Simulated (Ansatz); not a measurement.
## MgCu4Sn: computed properties

The calculation used Ansatz, DFT PBEsol, scalar-relativistic, plane waves, PAW.

Cutoff 420 eV; k points 10×10×10 on the computed 6-atom cell (Γ-centred); Gaussian smearing, width 0.10 eV; no spin polarisation.

The structure is relaxed at this level of theory with its symmetry kept. Whether it is the stable form of this composition wasn't checked.

```
Mg Cu Sn
1.0
     0.00000    3.48215    3.48215
     3.48215    0.00000    3.48215
     3.48215    3.48215    0.00000
Mg Cu Sn
1 4 1
Direct
  0.75000 0.75000 0.75000
  0.37539 0.87383 0.37539
  0.37539 0.37539 0.87383
  0.37539 0.37539 0.37539
  0.87383 0.37539 0.37539
  0.00000 0.00000 0.00000
```

```json
{
  "Space group": "F-43m (No. 216)",
  "Volume per atom": "95.0 bohr³",
  "Formation energy from the elements' standard states (uncorrected)": "-0.145 eV/atom",
  "Kohn–Sham band gap": "none (metal)",
  "Density of states at the Fermi level": "0.84 states/eV per cell",
  "Löwdin character within 0.5 eV of the Fermi level": "Sn 5p 33 %, Cu 3d 25 %, Cu 4s 15 %, Mg 3s 9 %, unprojected 17 %",
  "Bulk modulus": "117 GPa",
  "Its pressure derivative": "4.9",
  "Bader charges (e)": "Mg (1 in the cell) 1.56, Cu (4 in the cell) -0.37, Sn (1 in the cell) -0.10"
}
```

Cost: 9 runs of about 13 core-minutes in all, on Arm Neoverse V1 (shared hosts).